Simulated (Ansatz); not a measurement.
Basis-set extrapolation for C2H2N2O2 (PBE0-D4/def2-TZVP geometry, frozen core, Ansatz). Multiplicity 1, RHF reference.

|  | def2-TZVPP | def2-QZVPP |
| --- | --- | --- |
| HF | -335.697959 | -335.712417 |
| MP2 correlation | -1.150099 | -1.235090 |
| CCSD(T) correlation | -1.202926 | not run |

Energies in hartree. Use E(X) = E(∞) + A·exp(−7.88·√X) for Hartree–Fock and E(X) = E(∞) + B·X^(−2.97) for correlation, with X = 3 and 4, and add CCSD(T) minus MP2 of the smaller set to the MP2 limit.

Question: What is the CCSD(T) energy at the basis-set limit?

Answer: HF limit: -335.712417 + (-0.014458) × 0.13774 = -335.71441. MP2 limit: -1.235090 + (-0.084991) × 0.74074 = -1.29805. Higher-order term: -1.202926 − (-1.150099) = -0.05283. Total: -337.06529 hartree, 431.6 kJ/mol below CCSD(T)/def2-TZVPP.
